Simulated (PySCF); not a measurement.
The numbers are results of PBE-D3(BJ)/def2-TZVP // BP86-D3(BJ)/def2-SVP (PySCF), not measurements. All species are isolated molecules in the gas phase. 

Reference species (SMILES): `N` (neutral, multiplicity 1).

* **dipole moment**: 1.80 D
* **HOMO**: -6.15 eV

Changed species: `CN(C)C` (free base N(CH3)3; the reference has free base NH3).

Question: What does the change do to the dipole moment and HOMO?

Answer: the dipole moment drops by 1.45 D, to 0.35 D; the HOMO increases by 1.36 eV, to -4.79 eV.
